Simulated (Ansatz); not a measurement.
Mulliken charges of `NC=O` from ωB97M-V/def2-TZVPP in Ansatz (PBE0-D4/def2-TZVP geometry).

```
atom   x (Å)   y (Å)   z (Å)  charge (e)
  N1   0.143  -0.602  -0.341      -0.205
  C2  -0.127   0.551   0.310       0.194
  O3  -1.221   0.892   0.688      -0.345
  H4  -0.607  -1.243  -0.539       0.154
  H5   1.076  -0.830  -0.631       0.139
  H6   0.779   1.167   0.467       0.063
```

By hand: the dipole of these point charges (1 e Å = 4.8032 D).

Σ q r = (0.472, -0.311, -0.249) e Å, of length 0.618 e Å = 2.97 D.

How does the dipole of the full density compare? (An estimate is asked.)

Computed: (0.605, -0.443, -0.342) e Å, 3.96 D; the point charges give 0.75 times that, at 3° from its direction.

Point charges leave out the atoms' own dipoles, such as those of lone pairs, and Mulliken's split depends on the basis, so the two needn't agree.
